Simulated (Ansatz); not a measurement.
C₃H₈N₂, SMILES CN=CCN, a ranking of conformers

Computed with the Python package of Ansatz (0.2.0).

Notebook, run cell by cell (the value of a cell's last expression is shown):

**Cell 1**
```python
import ansatz as az
from rdkit import Chem
from rdkit.Chem import AllChem
```

**Cell 2**
```python
rd = Chem.AddHs(Chem.MolFromSmiles("CN=CCN"))
ids = list(AllChem.EmbedMultipleConfs(rd, numConfs=20, randomSeed=734, pruneRmsThresh=0.4))
field = [energy for _, energy in AllChem.MMFFOptimizeMoleculeConfs(rd)]
distinct = {round(e, 2): i for i, e in zip(ids, field)}
chosen = sorted(distinct.items())[:5]
found = []
for force_field, index in chosen:
    c3h8n2 = az.Crystal.molecule()
    for atom, xyz in zip(rd.GetAtoms(), rd.GetConformer(index).GetPositions()):
        c3h8n2 = c3h8n2.atom(atom.GetSymbol(), xyz.round(5).tolist())
    setup = (
        c3h8n2.calculation()
        .basis(gaussian="6-31G*")
        .functional("pbe0", dispersion="d4")
    )
    found.append(setup.run().report["free_energy_ev"])
print("conformer   MMFF (kcal/mol)   this level (eV)")
for (force_field, index), e in zip(chosen, found):
    print(f"{index:9d} {force_field - chosen[0][0]:17.2f} {(e - min(found)):17.3f}")
```
Output:
```text
conformer   MMFF (kcal/mol)   this level (eV)
        3              0.00             0.000
        2              3.72             0.213
```

Caveats:
- These settings explore the input space; basis and method may be short of convergence.
- The conformers keep their force-field geometries.
- Wall time of the script: 7.4 s on 1 thread of Arm Neoverse V1, with other jobs on the host, peak memory 0.29 GiB.
